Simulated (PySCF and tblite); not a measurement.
Values are calculated unless marked as measured or tabulated.
C6H14, numbered as in [CH3:1][CH2:2][CH2:3][CH2:4][CH2:5][CH3:6]. Conformers came from 150 starts (ETKDG, MMFF94s, GFN2-xTB); geometries are GFN2-xTB. Free energies are TPSS-D3(BJ)/6-311G** (IEF-PCM, cyclohexane) single points with GFN2-xTB rigid-rotor and vibrational terms (plain harmonic). Symmetry numbers and mirror images are counted. Conformers within 4 kcal/mol (GFN2-xTB free energy) were kept, 4 at most. GIAO shieldings: mPW1PW91/pcSseg-1 (IEF-PCM, cyclohexane), SCF tolerance 1e-06. Shifts are against TMS (¹H), TMS (¹³C) at the same level. (PySCF 2.14, tblite 0.8.)

Torsions listed: C1–C2–C3–C4, C2–C3–C4–C5, C3–C4–C5–C6. Of a mirror pair one member is shown.

| conformer | shape | point group | mirror pair | ΔE(DFT) | Δ(G−E) at 600 K | δ C3/C4 (ppm) |
| --- | --- | --- | --- | --- | --- | --- |
| 1 | 180°, 180°, 180° | C2h | no | 0.00 | 0.00 | 38.6 |
| 2 | 175°, 67°, 175° | C2 | yes | 0.42 | 0.06 | 37.0 |
| 3 | -67°, -175°, -179° | C1 | yes | 0.44 | 0.04 | 35.8 |
| 4 | 62°, 63°, 174° | C1 | yes | 0.63 | 0.40 | 32.7 |

Energies in kcal/mol; the thermal term leaves out symmetry numbers and mirror images.

Question: Work out the weights at 600 K and the ¹³C shift of C3/C4 under fast exchange.

Answer: RT = 1.192 kcal/mol. Each conformer gets RT ln(σ/g), with σ the rotational symmetry number and g = 2 for a mirror pair: 1: σ = 2, g = 1, G = 0.00 + 0.00 + 0.83 = 0.83, 1.17 above the lowest, exp(−ΔG/RT) = 0.374; 2: σ = 2, g = 2, G = 0.42 + 0.06 + 0.00 = 0.48, 0.83 above the lowest, exp(−ΔG/RT) = 0.498; 3: σ = 1, g = 2, G = 0.44 + 0.04 − 0.83 = -0.35, 0.00 above the lowest, exp(−ΔG/RT) = 1.000; 4: σ = 1, g = 2, G = 0.63 + 0.40 − 0.83 = 0.21, 0.56 above the lowest, exp(−ΔG/RT) = 0.627. The sum is 2.499, so the weights are 15.0, 19.9, 40.0, 25.1 %. The averaged shift is 35.7 ppm. At 298.15 K it is 36.0 ppm. At 298.15 K the leading conformer alone gives 35.8 ppm and bare DFT energies give 36.8 ppm.
